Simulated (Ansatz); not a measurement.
# C₃H₅O radical: up Jacob's ladder to CCSD(T)

One table from this session's results is given with a row withheld; the runs are named, their logs left out.

Program: Ansatz 0.2.0, Gaussian basis. Level of theory: functionals in def2-TZVPP, the program's frozen cores in correlated methods. These are calculated values, not measurements.

The runs, in order: LDA (SPW92), PBE-D4, revPBE-D4, BLYP-D4, r2SCAN-D4, B97M-V, PBE0-D4, B3LYP-D4, r2SCANh-D4, r2SCAN0-D4, HSE06-D4, BHLYP-D4, CAM-B3LYP-D4, LC-ωPBE, ωB97X-V, ωB97M-V, B2PLYP, PBE-QIDH; CCSD(T)/def2-SVP; CCSD(T)/def2-TZVPP; MP2/def2-QZVPP; extrapolation to the limit; RPA on PBE.

### The relaxed structure

An earlier PBE0-D4 in a triple-zeta def2 set relaxation fixed the geometry.

9 atoms, charge 0, spin multiplicity 2.

Atoms are counted from 1 here; the program's logs count them from 0.

Bond lengths: C1–C2 1.324 Å, C1–H5 1.086 Å, C1–H6 1.084 Å, C2–C3 1.497 Å, C2–H7 1.087 Å, C3–O4 1.356 Å, C3–H8 1.104 Å, C3–H9 1.114 Å. Angles: C2–C1–H5 121.3°, C2–C1–H6 121.8°, H5–C1–H6 116.9°, C1–C2–C3 123.3°, C1–C2–H7 121.1°, C3–C2–H7 115.6°, C2–C3–O4 115.4°, C2–C3–H8 111.9°, C2–C3–H9 109.4°, O4–C3–H8 112.1°, O4–C3–H9 103.0°, H8–C3–H9 104.0°.

As a file:

```
C    -0.28384    1.27252    0.50463
C     0.43113    0.35554   -0.12786
C    -0.00566   -1.06797   -0.27959
O     0.94410   -1.99935   -0.01597
H    -1.23977    1.02868    0.95898
H     0.05517    2.29767    0.59551
H     1.39396    0.60092   -0.56853
H    -0.94594   -1.26992    0.26216
H    -0.26077   -1.26429   -1.34633
```

Set-up of the first run:

Input file in.yaml:

```yaml
crystal:
  periodic: [false, false, false]
  atoms:
    - {symbol: C, position_ang: [-0.283835, 1.272517, 0.504633]}
    - {symbol: C, position_ang: [0.431128, 0.355545, -0.127864]}
    - {symbol: C, position_ang: [-0.005655, -1.067967, -0.279591]}
    - {symbol: O, position_ang: [0.944103, -1.999347, -0.015975]}
    - {symbol: H, position_ang: [-1.239773, 1.028680, 0.958982]}
    - {symbol: H, position_ang: [0.055174, 2.297666, 0.595514]}
    - {symbol: H, position_ang: [1.393965, 0.600924, -0.568534]}
    - {symbol: H, position_ang: [-0.945936, -1.269922, 0.262163]}
    - {symbol: H, position_ang: [-0.260772, -1.264295, -1.346330]}
basis:
  gaussian: {orbitals: def2-TZVPP}
magnetization: {spin_polarized: true, initial_magnetization: 1}
hamiltonian: {xc: lda}
output: {orbitals: {seedname: orbitals}}
```

Among the steps run: LDA; PBE-D4 (GGA); revPBE-D4 (GGA); BLYP-D4 (GGA); r2SCAN-D4 (meta-GGA); B97M-V (meta-GGA); PBE0-D4 (hybrid); B3LYP-D4 (hybrid); r2SCANh-D4 (hybrid); r2SCAN0-D4 (hybrid); HSE06-D4 (hybrid); BHLYP-D4 (hybrid); CAM-B3LYP-D4 (range-separated); LC-ωPBE-D4 (range-separated; the results give it without D4); ωB97X-V (range-separated); ωB97M-V (range-separated); B2PLYP (double hybrid); PBE-QIDH (double hybrid).

One of the session's tables, all rows but one given; the rest of the session is left out.

It belongs to the step «Orbital energies across the functionals». 

```
  functional  HOMO (eV)  LUMO (eV)  gap (eV)
 LDA (SPW92)      -5.98      -5.63      0.35
      PBE-D4      -5.98      -5.18      0.81
   revPBE-D4      -5.94      -5.06      0.88
     BLYP-D4      -5.92      -5.13      0.79
   r2SCAN-D4      -6.40      -4.52      1.88
      B97M-V      -6.58      -4.55      2.03
     PBE0-D4      -7.70      -3.49      4.21
    B3LYP-D4      -7.46      -4.02      3.44
  r2SCANh-D4      -7.04      -3.90      3.14
  r2SCAN0-D4      -7.91      -2.96      4.95
    HSE06-D4      -7.29      -3.90      3.40
    BHLYP-D4      -8.88      -1.75      7.13
CAM-B3LYP-D4      -9.15      -2.35      6.80
     LC-ωPBE     -10.53      -0.94      9.60
     ωB97X-V     -10.14      -1.21      8.93
     ωB97M-V          ?          ?         ?
```

Estimate the missing values for ωB97M-V.

**Answer.** HOMO (eV): -10.06; LUMO (eV): -1.26; gap (eV): 8.80. In the column «HOMO (eV)» it lies between ωB97X-V (-10.14) and CAM-B3LYP-D4 (-9.15).
